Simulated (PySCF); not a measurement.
These 3 structures share the formula C2H8N2. The calculation used PBE0-D3(BJ)/def2-SVP geometry optimisation, gas phase (PySCF). Energies are electronic, without zero-point or thermal terms, for one conformer each. No frequencies were run at this level. Point groups hold within 0.08 Å.

Question: Order them by energy at this level, lowest first, and give relative energies in kcal/mol.
A. `[CH3:1][CH2:2][NH:3][NH2:4]` with C1–C2–N3–N4 72°, C2–N3–N4–H -85° and 34° (ethylhydrazine)
B. `[CH3:1][NH:2][NH:3][CH3:4]` with C1–N2–N3–C4 157°
C. `[NH2:1][CH2:2][CH2:3][NH2:4]` with H–N1–C2–C3 -169° and 75°, N1–C2–C3–N4 -55°, C2–C3–N4–H -168° and 76°

Answer: C (0.0), A (17.3), B (23.6).

As drawn, the highest has an N–N linkage, which the lowest lacks.

```json
{"SMILES": "NCCN", "E (Eh)": "-190.15865", "E rel (kcal/mol)": "0.0", "dipole (D)": "0.07", "point group": "C2", "A, B, C (MHz)": "14330, 5493, 4419"}
{"SMILES": "CCNN", "E (Eh)": "-190.13115", "E rel (kcal/mol)": "17.3", "dipole (D)": "1.48", "point group": "C1", "A, B, C (MHz)": "15217, 5239, 4455"}
{"SMILES": "CNNC", "E (Eh)": "-190.12106", "E rel (kcal/mol)": "23.6", "dipole (D)": "1.67", "point group": "C2", "A, B, C (MHz)": "27912, 4197, 4010"}
```
